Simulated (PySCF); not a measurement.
# PBE0/STO-6G run of H2O3 (trioxidane)

What is the vertical ionisation energy of H2O3 (trioxidane) at PBE0/STO-6G? Input form: a Python script.

The calculation is run with PySCF 2.14.0.

5 further runs of the same task are left out: 5 set aside as unsound or not needed.

**1. The molecule**

H2O3: 5 atoms, total charge 0, spin state singlet. As SMILES, `OOO`. The shape is that of a PBE0-D4/def2-TZVP optimisation. This is a higher conformer, about 11 kJ/mol above the lowest found by a separate search.

Bond lengths: O1–O2 1.403 Å, O2–O3 1.403 Å, O1–H4 0.968 Å, O3–H5 0.968 Å. Angles: O1–O2–O3 108.0°, O2–O1–H4 102.8°, O2–O3–H5 102.8°.

**2. The energy at PBE0/STO-6G**

run.py reads:

```python
from pyscf import gto, dft

system = gto.M(
    atom='''
O   -0.968320  -0.699970  -0.146130
O   -0.133650  -0.043580   0.770240
O    1.173090  -0.066850   0.261080
H   -1.310410   0.028200  -0.685190
H    1.239280   0.782200  -0.199990
''',
    verbose=4,
    max_memory=1860,
    basis='sto-6g',
)

mf = dft.RKS(system)
mf.xc = 'pbe0'
mf.conv_tol = 1e-10
mf.grids.level = 5
mf.kernel()
if not mf.converged:
    mf = mf.newton().run(mf.mo_coeff, mf.mo_occ)

etot = mf.e_tot
print('Final energy', etot)
```

On the command line:

```bash
$ OMP_NUM_THREADS=1 python run.py
```

The program printed:

```text
PySCF version 2.14.0

[INPUT] num. atoms = 5
[INPUT] num. electrons = 26
[INPUT] charge = 0
[INPUT] spin (= nelec alpha-beta = 2S) = 0
[INPUT] symmetry False subgroup None
[INPUT] Mole.unit = angstrom
[INPUT] Symbol           X                Y                Z      unit          X                Y                Z       unit  Magmom
[INPUT]  1 O     -0.968320000000  -0.699970000000  -0.146130000000 AA   -1.829859600939  -1.322751595412  -0.276145678583 Bohr   0.0
[INPUT]  2 O     -0.133650000000  -0.043580000000   0.770240000000 AA   -0.252561896548  -0.082354264509   1.455542650185 Bohr   0.0
[INPUT]  3 O      1.173090000000  -0.066850000000   0.261080000000 AA    2.216818819466  -0.126328191427   0.493369696601 Bohr   0.0
[INPUT]  4 H     -1.310410000000   0.028200000000  -0.685190000000 AA   -2.476316010891   0.053290276713  -1.294821443291 Bohr   0.0
[INPUT]  5 H      1.239280000000   0.782200000000  -0.199990000000 AA    2.341899791651   1.478143774635  -0.377926327652 Bohr   0.0

nuclear repulsion = 79.855181698078
number of shells = 11
number of NR pGTOs = 102
number of NR cGTOs = 17
basis = sto-6g
ecp = {}

******** <class 'pyscf.dft.rks.RKS'> ********
method = RKS
initial guess = minao
damping factor = 0
level_shift factor = 0
DIIS = <class 'pyscf.scf.diis.CDIIS'>
diis_start_cycle = 1
diis_space = 8
diis_damp = 0
SCF conv_tol = 1e-10
SCF conv_tol_grad = None
SCF max_cycles = 50
direct_scf = True
direct_scf_tol = 1e-13
XC library pyscf.dft.libxc version 7.0.0
    S. Lehtola, C. Steigemann, M. J.T. Oliveira, and M. A.L. Marques.,  SoftwareX 7, 1–5 (2018)
XC functionals = pbe0
radial grids:
    Treutler-Ahlrichs [JCP 102, 346 (1995); DOI:10.1063/1.469408] (M4) radial grids

becke partition: Becke, JCP 88, 2547 (1988); DOI:10.1063/1.454033
pruning grids: <function nwchem_prune>
grids dens level: 5
symmetrized grids: False
atomic radii adjust function: <function treutler_atomic_radii_adjust>
small_rho_cutoff = 0
Set gradient conv threshold to 1e-05
Initial guess from minao.
tot grids = 176016
init E= -225.899154992519
  HOMO = -0.281589849123509  LUMO = 0.0166915975055533  gap/eV = 8.11665
cycle= 1 E= -225.482381450868  delta_E= 0.417  |g|= 0.376  |ddm|= 2.97
  HOMO = -0.120538240205003  LUMO = 0.226513796620659  gap/eV = 9.44377
cycle= 2 E= -225.502451846051  delta_E= -0.0201  |g|= 0.337  |ddm|= 0.99
  HOMO = -0.151425179758677  LUMO = 0.205081099386461  gap/eV = 9.70103
cycle= 3 E= -225.535125617135  delta_E= -0.0327  |g|= 0.0785  |ddm|= 0.46
  HOMO = -0.17668458731683  LUMO = 0.187534316878145  gap/eV = 9.91090
cycle= 4 E= -225.537174798607  delta_E= -0.00205  |g|= 0.00564  |ddm|= 0.106
  HOMO = -0.174491436375473  LUMO = 0.190596014483327  gap/eV = 9.93454
cycle= 5 E= -225.537188395334  delta_E= -1.36e-05  |g|= 0.000173  |ddm|= 0.0104
  HOMO = -0.174554288119258  LUMO = 0.190557137914708  gap/eV = 9.93519
cycle= 6 E= -225.537188412418  delta_E= -1.71e-08  |g|= 1.53e-05  |ddm|= 0.000412
  HOMO = -0.174557279388893  LUMO = 0.190553181691837  gap/eV = 9.93516
cycle= 7 E= -225.53718841265  delta_E= -2.32e-10  |g|= 3.13e-06  |ddm|= 5.84e-05
  HOMO = -0.174557261152826  LUMO = 0.190553153411359  gap/eV = 9.93516
cycle= 8 E= -225.537188412652  delta_E= -1.82e-12  |g|= 2.74e-06  |ddm|= 9.31e-06
  HOMO = -0.17455724297104  LUMO = 0.190553172720376  gap/eV = 9.93516
Extra cycle  E= -225.537188412651  delta_E= 5.68e-13  |g|= 3.22e-06  |ddm|= 8.71e-06
converged SCF energy = -225.537188412651
Final energy -225.53718841265095
```

Run time: 3.3 s. Hardware: 1 thread of Arm Neoverse V1, shared host; peak memory 0.19 GiB.

**3. The doublet cation**

calc.py reads:

```python
from pyscf import gto, dft

molecule = gto.Mole()
molecule.atom = '''
O   -0.968320  -0.699970  -0.146130
O   -0.133650  -0.043580   0.770240
O    1.173090  -0.066850   0.261080
H   -1.310410   0.028200  -0.685190
H    1.239280   0.782200  -0.199990
'''
molecule.charge = 1
molecule.max_memory = 1860
molecule.basis = 'sto-6g'
molecule.verbose = 4
molecule.spin = 1
molecule.build()

mf = dft.UKS(molecule, xc='pbe0')
mf.conv_tol = 1e-10
mf.grids.level = 5
mf.kernel()
if not mf.converged:
    mf = mf.newton().run(mf.mo_coeff, mf.mo_occ)

energy = mf.e_tot
print('E = %.10f Eh' % energy)
```

On the command line:

```bash
$ OMP_NUM_THREADS=1 python calc.py
```

The program printed:

```text
PySCF version 2.14.0

[INPUT] num. atoms = 5
[INPUT] num. electrons = 25
[INPUT] charge = 1
[INPUT] spin (= nelec alpha-beta = 2S) = 1
[INPUT] symmetry False subgroup None
[INPUT] Mole.unit = angstrom
[INPUT] Symbol           X                Y                Z      unit          X                Y                Z       unit  Magmom
[INPUT]  1 O     -0.968320000000  -0.699970000000  -0.146130000000 AA   -1.829859600939  -1.322751595412  -0.276145678583 Bohr   0.0
[INPUT]  2 O     -0.133650000000  -0.043580000000   0.770240000000 AA   -0.252561896548  -0.082354264509   1.455542650185 Bohr   0.0
[INPUT]  3 O      1.173090000000  -0.066850000000   0.261080000000 AA    2.216818819466  -0.126328191427   0.493369696601 Bohr   0.0
[INPUT]  4 H     -1.310410000000   0.028200000000  -0.685190000000 AA   -2.476316010891   0.053290276713  -1.294821443291 Bohr   0.0
[INPUT]  5 H      1.239280000000   0.782200000000  -0.199990000000 AA    2.341899791651   1.478143774635  -0.377926327652 Bohr   0.0

nuclear repulsion = 79.855181698078
number of shells = 11
number of NR pGTOs = 102
number of NR cGTOs = 17
basis = sto-6g
ecp = {}

******** <class 'pyscf.dft.uks.UKS'> ********
method = UKS
initial guess = minao
damping factor = 0
level_shift factor = 0
DIIS = <class 'pyscf.scf.diis.CDIIS'>
diis_start_cycle = 1
diis_space = 8
diis_damp = 0
SCF conv_tol = 1e-10
SCF conv_tol_grad = None
SCF max_cycles = 50
direct_scf = True
direct_scf_tol = 1e-13
number electrons alpha = 13  beta = 12
XC library pyscf.dft.libxc version 7.0.0
    S. Lehtola, C. Steigemann, M. J.T. Oliveira, and M. A.L. Marques.,  SoftwareX 7, 1–5 (2018)
XC functionals = pbe0
radial grids:
    Treutler-Ahlrichs [JCP 102, 346 (1995); DOI:10.1063/1.469408] (M4) radial grids

becke partition: Becke, JCP 88, 2547 (1988); DOI:10.1063/1.454033
pruning grids: <function nwchem_prune>
grids dens level: 5
symmetrized grids: False
atomic radii adjust function: <function treutler_atomic_radii_adjust>
small_rho_cutoff = 0
Set gradient conv threshold to 1e-05
tot grids = 176016
init E= -225.899154992519
[... the frontier-level lines of each cycle are left out ...]


cycle= 1 E= -225.081184452254  delta_E= 0.818  |g|= 0.462  |ddm|= 2.12
cycle= 2 E= -224.606688333742  delta_E= 0.474  |g|= 0.892  |ddm|= 1.93
cycle= 3 E= -225.187281230273  delta_E= -0.581  |g|= 0.205  |ddm|= 1.78
cycle= 4 E= -225.209852024104  delta_E= -0.0226  |g|= 0.0694  |ddm|= 0.155
cycle= 5 E= -225.21330597887  delta_E= -0.00345  |g|= 0.00922  |ddm|= 0.116
cycle= 6 E= -225.213551787808  delta_E= -0.000246  |g|= 0.00977  |ddm|= 0.0493
cycle= 7 E= -225.213828646433  delta_E= -0.000277  |g|= 0.00495  |ddm|= 0.0591
cycle= 8 E= -225.214082435285  delta_E= -0.000254  |g|= 0.00324  |ddm|= 0.0915
cycle= 9 E= -225.21415268628  delta_E= -7.03e-05  |g|= 0.00274  |ddm|= 0.0438
cycle= 10 E= -225.214198529532  delta_E= -4.58e-05  |g|= 0.00183  |ddm|= 0.0585
cycle= 11 E= -225.214202662228  delta_E= -4.13e-06  |g|= 0.00016  |ddm|= 0.0115
cycle= 12 E= -225.214202887666  delta_E= -2.25e-07  |g|= 4.55e-05  |ddm|= 0.0062
cycle= 13 E= -225.214202899102  delta_E= -1.14e-08  |g|= 4.79e-05  |ddm|= 0.000674
cycle= 14 E= -225.214202902734  delta_E= -3.63e-09  |g|= 1.28e-05  |ddm|= 0.000414
cycle= 15 E= -225.214202903003  delta_E= -2.69e-10  |g|= 6.77e-07  |ddm|= 0.000137
cycle= 16 E= -225.214202903004  delta_E= -1.36e-12  |g|= 3.44e-07  |ddm|= 5.44e-06
Extra cycle  E= -225.214202903004  delta_E= -2.27e-13  |g|= 5.65e-07  |ddm|= 1.67e-06
converged SCF energy = -225.214202903004  <S^2> = 0.75373834  2S+1 = 2.0037349
E = -225.2142029030 Eh
```

It took 6.9 s on 1 thread of Arm Neoverse V1, shared host; peak memory 0.2 GiB.

**4. Outcome**

Level: PBE0/STO-6G.

| quantity | value |
| --- | --- |
| singlet H2O3: total energy | -225.53719 Eh |
| singlet H2O3: dipole moment | 2.79 D |
| singlet H2O3: HOMO energy | -4.75 eV |
| singlet H2O3: LUMO energy | 5.19 eV |
| singlet H2O3: HOMO–LUMO gap | 9.94 eV |
| doublet cation: total energy | -225.21420 Eh |
| doublet cation: HOMO energy (highest over α and β) | -15.86 eV |
| doublet cation: LUMO energy (lowest over α and β) | -12.74 eV |
| doublet cation: ⟨S²⟩ | 0.754 |
| vertical ionisation energy (to the doublet cation) | 8.789 eV |

In words: The vertical ionisation energy comes to 8.79 eV (848 kJ/mol). −ε(HOMO) before ionisation, 4.75 eV, is 4.04 eV below this ionisation energy. In a minimal basis such a difference can be off by several eV, whatever the method. Mulliken charges (singlet H2O3) run from -0.19 on O3 to +0.21 on H4. Mulliken charges (doublet cation) run from -0.01 on O3 to +0.36 on H4; they depend strongly on the basis.
